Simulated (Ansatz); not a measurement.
Task: a ladder of methods at one geometry of CH₃NO, SMILES NC=O, with the Python package of Ansatz (0.2.0). Give the script and its output. Level of theory (for the species named): MP2, cc-pVDZ basis, multiplicity 1. The script varies method: mp2, ccsd, ccsd_t.

`methods_ch3no.py`:
```python
import ansatz as az
from rdkit import Chem
from rdkit.Chem import AllChem


def main() -> None:
    rd = Chem.AddHs(Chem.MolFromSmiles('NC=O'))
    AllChem.EmbedMolecule(rd, randomSeed=361)
    AllChem.UFFOptimizeMolecule(rd)
    system = az.Crystal.molecule()
    for atom, xyz in zip(rd.GetAtoms(), rd.GetConformer().GetPositions()):
        system = system.atom(atom.GetSymbol(), xyz.round(5).tolist())

    model = system.calculation().basis(gaussian='cc-pVDZ')

    methods = ['mp2', 'ccsd', 'ccsd_t']
    reports = [model.correlation(m).run(threads=1, backend='cpu').report for m in methods]
    print(f'Hartree-Fock reference {reports[0]["reference_energy_ev"] / 27.211386246:.6f} Ha')
    best = reports[-1]['free_energy_ev'] - reports[-1]['reference_energy_ev']
    for method, each in zip(methods, reports):
        gained = each['free_energy_ev'] - each['reference_energy_ev']
        print(f'{method:8s} total {each["free_energy_ev"] / 27.211386246:.6f} Ha  correlation {gained:9.4f} eV  ({100 * gained / best:.1f} % of the last)')


if __name__ == '__main__':
    main()
```

```console
$ python methods_ch3no.py
Hartree-Fock reference -168.929936 Ha
mp2      total -169.421052 Ha  correlation  -13.3639 eV  (93.4 % of the last)
ccsd     total -169.438882 Ha  correlation  -13.8491 eV  (96.8 % of the last)
ccsd_t   total -169.455582 Ha  correlation  -14.3036 eV  (100.0 % of the last)
```

What to keep in mind:
- The settings weren't tested for convergence.
- The geometry is a force-field or estimated start, not a minimum of this method, and the basis set is short of its limit. A lower total doesn't mark the better method: functionals have no common bound, and MP2 and coupled cluster aren't variational.
- Inner cores stay frozen, so this is valence correlation.
- Finished in 3.9 s on 1 thread of Arm Neoverse N1, with other jobs on the host, peak memory 0.24 GiB.
